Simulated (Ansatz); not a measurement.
A calculation on hcp Y returned lattice constant a 3.919 Å, lattice parameter c 6.183 Å.

For reference: lattice constant a 3.648 Å (measured, 293 K, no zero-point or thermal correction; as tabulated in Wikipedia's data pages); lattice parameter c 5.732 Å (measured, 293 K, no zero-point or thermal correction; as tabulated in Wikipedia's data pages).

Task: Which level of theory produced these numbers?
A) revPBE (Ansatz (a program for electronic structure))
B) RPBE (Ansatz)
C) LC-ωPBE (Ansatz)
D) Hartree–Fock (Ansatz)

Result: D, Hartree–Fock (Ansatz)

The others give: RPBE 3.700 Å, 5.756 Å; revPBE 3.689 Å, 5.735 Å; LC-ωPBE 3.737 Å, 5.702 Å.

Unless a cell is named, each level is at its own relaxed cell (Hartree–Fock 41.12, LC-ωPBE 34.47, revPBE 33.79, RPBE 34.13 Å³/atom).

The crystal itself was run without spin with RPBE, revPBE, LC-ωPBE, Hartree–Fock; a magnetic state was not tried in these runs.

Ansatz's density-functional and Hartree–Fock values are scalar-relativistic unless marked +SOC, with PAW data made under PBE.
